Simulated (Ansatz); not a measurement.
Consider the atomization: `NCC1CC1` → 4 C• + 9 H• + N•.

Program: Ansatz. Geometries: PBE0-D4/def2-TZVP. ΔE: electronic, gas phase. CCSD(T)/CBS is the MP2 limit (def2-TZVPP, def2-QZVPP) plus CCSD(T) − MP2 in def2-TZVPP, frozen cores. This one scheme is used for every species, atoms too. Functionals use def2-TZVPP. B3LYP here is the variant with VWN-RPA as its local correlation; programs differ in this. Open shells (•) are unrestricted, without spin–orbit coupling. Spin–orbit coupling would lower the free atoms: a little for C. Each species was taken in one conformer, which may not be the lowest.

| level | ΔE (eV) |
| --- | --- |
| PBE0-D4 | 57.62 |
| B3LYP | 56.78 |
| MP2/def2-QZVPP | 57.17 |
| SCS-MP2/def2-QZVPP | 57.15 |

(1) What does CCSD(T)/CBS give? (An estimate is asked.)

Largest T1 diagnostic among the species: 0.009.

Answers

(1) Ansatz gave: +57.01 eV. The listed levels differ from it by 0.61, -0.23, 0.16, 0.14 eV.

In def2-TZVPP, CCSD(T) changes the Hartree–Fock value by +13.98 eV (the triples alone add +0.77 eV) and MP2 by +14.69 eV; breaking electron pairs costs correlation energy, which Hartree–Fock lacks. From PBE to PBE0 (25 % exact exchange), in def2-TZVPP and without D4, ΔE moves by −0.82 eV: exact exchange takes away binding that semilocal exchange gives to molecules.

For atomizations the MP2-based limit and the directly extrapolated one differ by several kJ/mol either way, and by 10 to 25 for some Ge, Se and Sn compounds, so smaller differences from it don't rank the levels.
